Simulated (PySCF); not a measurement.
**`C=C[C@H](C)CO`, C5H10O**

Geometry:
```csv
atom,x (Å),y (Å),z (Å)
C1,1.635,-1.203,0.533
C2,1.068,-0.078,0.978
C3,0.514,1.014,0.113
C4,0.884,2.398,0.632
C5,-1.009,0.847,0.013
O6,-1.385,-0.372,-0.551
H7,1.792,-1.375,-0.537
H8,1.982,-1.980,1.219
H9,0.935,0.057,2.061
H10,0.912,0.884,-0.909
H11,1.975,2.523,0.694
H12,0.488,3.187,-0.026
H13,0.471,2.565,1.641
H14,-1.451,0.997,1.022
H15,-1.417,1.643,-0.633
H16,-0.900,-1.062,-0.079
```

Theory: quadratic response CAM-B3LYP/def2-TZVPD first hyperpolarisability, Taylor convention, gas phase (PySCF 2.14.0). Geometry: PBE0-D3(BJ)/def2-SVP.

Question: Give the tensor of the second harmonic β(−2ω;ω,ω) at 1064 nm in the axes of these coordinates.

Answer: In au, Taylor convention; rows are the first index (the induced dipole):
|  | xx | yy | zz | xy | xz | yz |
| --- | --- | --- | --- | --- | --- | --- |
| x | -36.2 | -14.6 | +4.4 | +10.1 | -17.1 | -0.7 |
| y | +10.4 | -2.6 | -16.7 | -14.8 | -0.5 | -21.9 |
| z | -16.2 | -21.2 | -38.0 | -0.7 | +4.1 | -16.2 |

Norm of βᵢ = ⅓ Σⱼ (βᵢⱼⱼ + βⱼᵢⱼ + βⱼⱼᵢ): 90.0 au, hyper-Rayleigh value 35.5 au.
